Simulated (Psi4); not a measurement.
# MP2/cc-pVQZ (density fitting, density fitting for correlation, sweep point 5) run of BPH6 (SMILES [BH3-][PH3+])

Aim: the vertical ionisation energy of BPH6 at MP2/cc-pVQZ (density fitting, density fitting for correlation, sweep point 5), from 2 runs. 

The calculation is run with Psi4 1.11.

### 1 The molecule

The species is BPH6 (8 atoms), meant as a singlet with charge 0. SMILES: `[BH3-][PH3+]`. The coordinates come from a PBE0-D4/def2-TZVP relaxation.

Bond lengths: B1–P2 1.910 Å, B1–H3 1.209 Å, B1–H4 1.209 Å, B1–H5 1.209 Å, P2–H6 1.408 Å, P2–H7 1.409 Å, P2–H8 1.408 Å. Some angles: B1–P2–H6 118.0°, B1–P2–H7 118.1°, B1–P2–H8 118.0°, P2–B1–H3 103.8°, P2–B1–H4 103.8°, P2–B1–H5 103.8°, H6–P2–H7 99.7°, H6–P2–H8 99.7°, H7–P2–H8 99.7°, H3–B1–H4 114.5°.

### 2 The energy at MP2/cc-pVQZ (density fitting, density fitting for correlation, sweep point 5)

File input.dat:

```
memory 1600 MB

molecule molecule1 {
  B     -0.556100     0.227200    -0.914000
  P      0.433900    -0.181600     0.667700
  H     -1.693400     0.343100    -0.520100
  H     -0.367800    -0.730200    -1.628000
  H     -0.055500     1.254200    -1.309900
  H      0.418800     0.755700     1.718800
  H      1.823100    -0.380300     0.547100
  H      0.089200    -1.345200     1.382600
  symmetry c1
}

set basis cc-pVQZ
set reference rhf
set puream true
set scf_type df
set num_frozen_docc 6

e, wfn = energy('mp2', return_wfn=True)
print_variables()
```

Run with:

```console
$ psi4 input.dat output.dat -n 1
```

output.dat (excerpt; [...] marks lines left out):

```text
[...]
  Running in c1 symmetry.
[...]
  Nuclear repulsion =   59.544517156228110
[...]
  Multiplicity = 1
[...]
  Nalpha       = 13
  Nbeta        = 13
[...]
    Number of basis functions: 294
[...]
   @DF-RHF iter   1:  -368.80289780084689   -3.37167e-01   1.19839e-03 DIIS/ADIIS
[...]
   @DF-RHF iter   9:  -368.91191637056698   -1.42052e-10   5.39103e-09 DIIS
[...]
    Orbital Energies [Eh]
    ---------------------
    Doubly Occupied:
       1A    -80.000929     2A     -7.544608     3A     -7.527085
       4A     -5.439444     5A     -5.439444     6A     -5.438205
       7A     -0.922923     8A     -0.694318     9A     -0.585220
      10A     -0.585193    11A     -0.438999    12A     -0.437591
      13A     -0.437577
[...]
  @DF-RHF Final Energy:  -368.91191637056698
   => Energetics <=
    Nuclear Repulsion Energy =             59.5445171562281104
    One-Electron Energy =                -625.9297972124082889
    Two-Electron Energy =                 197.4733636856131227
    Total Energy =                       -368.9119163705670417
[...]
 Multipole Moments:
 ------------------------------------------------------------------------------------
     Multipole            Electronic (a.u.)      Nuclear  (a.u.)        Total (a.u.)
 ------------------------------------------------------------------------------------
 L = 1.  Multiply by 2.5417464519 to convert [e a0] to [Debye]
 Dipole X            :          1.1380115           -0.2562415            0.8817700
 Dipole Y            :         -0.4703142            0.1061634           -0.3641509
 Dipole Z            :          1.8171449           -0.4084037            1.4087412
 Magnitude           :                                                    1.7013747
[...]
```

It took 5.4 s on 1 thread of Intel Xeon 6975P-C (Granite Rapids), shared host; peak memory 0.77 GiB.

### 3 The doublet cation, same level

File job.in:

```
memory 1600 mb

molecule {
  1 2
  B     -0.556100     0.227200    -0.914000
  P      0.433900    -0.181600     0.667700
  H     -1.693400     0.343100    -0.520100
  H     -0.367800    -0.730200    -1.628000
  H     -0.055500     1.254200    -1.309900
  H      0.418800     0.755700     1.718800
  H      1.823100    -0.380300     0.547100
  H      0.089200    -1.345200     1.382600
  units angstrom
  symmetry c1
}

set reference uhf
set puream true
set scf_type df
set num_frozen_docc 6
set maxiter 150

energy('mp2/cc-pVQZ')
print_variables()
```

Run with:

```console
$ psi4 -n 1 job.in job.out
```

job.out (excerpt; [...] marks lines left out):

```text
[...]
  Running in c1 symmetry.
[...]
  Nuclear repulsion =   59.544517156228110
[...]
  Multiplicity = 2
[...]
  Nalpha       = 13
  Nbeta        = 12
[...]
    Number of basis functions: 294
[...]
   @DF-UHF iter   1:  -368.39223562695111    7.34953e-02   1.03524e-03 DIIS/ADIIS
[...]
   @DF-UHF iter  20:  -368.52992359696702   -1.35572e-10   8.87378e-09 DIIS
[...]
   @S^2 Observed:                7.830772993E-01
[...]
    Orbital Energies [Eh]
    ---------------------
    Alpha Occupied:
       1A    -80.209906     2A     -7.839674     3A     -7.755268
       4A     -5.650490     5A     -5.650419     6A     -5.649565
       7A     -1.149625     8A     -1.006802     9A     -0.849803
      10A     -0.791814    11A     -0.769960    12A     -0.734277
      13A     -0.692837
    Alpha Virtual:
      14A     -0.072198    15A     -0.062925    16A     -0.051892
      17A     -0.050506    18A     -0.019520    19A     -0.017441
      20A      0.010176    21A      0.017594    22A      0.023084
      23A      0.036940    24A      0.063643    25A      0.071950
[...]
  @DF-UHF Final Energy:  -368.52992359696702
   => Energetics <=
    Nuclear Repulsion Energy =             59.5445171562281104
    One-Electron Energy =                -619.6628853821566736
    Two-Electron Energy =                 191.5884446289614971
    Total Energy =                       -368.5299235969670235
  UHF NO Occupations:
  HONO-2 :   11  A 1.9997365
  HONO-1 :   12  A 1.9839767
[...]
 Multipole Moments:
 ------------------------------------------------------------------------------------
     Multipole            Electronic (a.u.)      Nuclear  (a.u.)        Total (a.u.)
 ------------------------------------------------------------------------------------
 L = 1.  Multiply by 2.5417464519 to convert [e a0] to [Debye]
 Dipole X            :          0.0976528           -0.2562415           -0.1585887
 Dipole Y            :          0.1908542            0.1061634            0.2970176
 Dipole Z            :          0.4224596           -0.4084037            0.0140558
 Magnitude           :                                                    0.3369976
[...]
```

Run time: 9.6 s. Hardware: 1 thread of Intel Xeon 6975P-C (Granite Rapids), shared host; peak memory 0.77 GiB.

### 4 Summary of results

At MP2/cc-pVQZ (density fitting, density fitting for correlation, sweep point 5), 6 core orbitals frozen:

| quantity | value |
| --- | --- |
| singlet BPH6: total energy | -369.23878 Eh |
| singlet BPH6: HOMO energy (Hartree–Fock orbitals) | -11.91 eV |
| singlet BPH6: LUMO energy (Hartree–Fock orbitals) | 2.51 eV |
| singlet BPH6: HOMO–LUMO gap (Hartree–Fock orbitals) | 14.42 eV |
| singlet BPH6: correlation energy (6 core orbitals frozen) | -326.9 mEh |
| doublet cation: total energy | -368.82198 Eh |
| doublet cation: HOMO energy (Hartree–Fock orbitals) (highest over α and β) | -18.40 eV |
| doublet cation: LUMO energy (Hartree–Fock orbitals) (lowest over α and β) | -9.00 eV |
| doublet cation: correlation energy (6 core orbitals frozen) | -292.1 mEh |
| doublet cation: ⟨S²⟩ of the reference determinant | 0.783 |
| vertical ionisation energy (to the doublet cation) | 11.342 eV |

What this shows: The vertical ionisation energy comes to 11.34 eV (262 kcal/mol).
